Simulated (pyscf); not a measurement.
Elementary routes open to H₃Si–NH–SiH₂–Cl + H₂ in the gas phase (singlet surface):
A. H₂N–SiH₂–Cl + SiH₄ (N–Si, H–H broken; H–N, H–Si formed)
B. H₃Si–NH–SiH₃ + HCl (Cl–Si, H–H broken; H–Si, Cl–H formed)

Structures and frequencies: ωB97X-D3(BJ)/def2-SVP in PySCF.

Question: Rank the routes by free-energy barrier at 900 K, lowest first, for ωB97M-D3(BJ)/def2-TZVP energies (ideal gas, 1 atm, RRHO with modes under 100 cm⁻¹ raised to 100, one conformer, R ln 2 for chiral ones without a mode under 150 cm⁻¹).

Answer: B (327.3 kJ/mol), A (340.1 kJ/mol)

Route B is the fastest of these, ahead of the next by 12.8 kJ/mol. The most stable products are those of A (ΔG = +23.0 kJ/mol), whose barrier is 12.8 kJ/mol higher: the kinetic and the thermodynamic product differ. At 298 K B is still the fastest. Only these routes are compared; each barrier is that of the saddle found, and lower ones may exist.
